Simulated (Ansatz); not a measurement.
`C=C(S)S` and `C=C(S)CF` differ in one atom or group.

Ansatz, PBE0-D4/def2-TZVP geometries, multiplicity 1. Each molecule was computed in one conformer, which needn't be the lowest.

```csv
property,`C=C(S)S`
HOMO energy (B3LYP/def2-TZVPP) / eV,-6.37
LUMO energy (PBE0/def2-TZVPP) / eV,-0.48
size of the dipole moment (ωB97M-V/def2-TZVPP) / D,1.20
HOMO energy (PBE0/def2-TZVPP) / eV,-6.59
HOMO–LUMO gap (PBE0/def2-TZVPP) / eV,6.12
HOMO energy (PBE/def2-TZVPP) / eV,-5.51
```

Q: What does the change do to each property? (Best estimate.)

A: The calculation gave: 
| property | `C=C(S)CF` | shift |
| --- | --- | --- |
| HOMO energy (B3LYP/def2-TZVPP) / eV | -6.68 | -0.31 |
| LUMO energy (PBE0/def2-TZVPP) / eV | -0.29 | 0.19 |
| size of the dipole moment (ωB97M-V/def2-TZVPP) / D | 1.09 | -0.11 |
| HOMO energy (PBE0/def2-TZVPP) / eV | -6.90 | -0.31 |
| HOMO–LUMO gap (PBE0/def2-TZVPP) / eV | 6.61 | 0.49 |
| HOMO energy (PBE/def2-TZVPP) / eV | -5.77 | -0.26 |

With PBE0 the HOMO falls by 0.31 eV and the LUMO rises by 0.19 eV, so the gap widens by about 0.50 eV. PBE moves the HOMO by -0.26 eV and ωB97M-V by -0.36 eV. Dipoles are sizes alone; their direction can turn.

B3LYP here is the variant with VWN-RPA as its local correlation; programs differ in this.
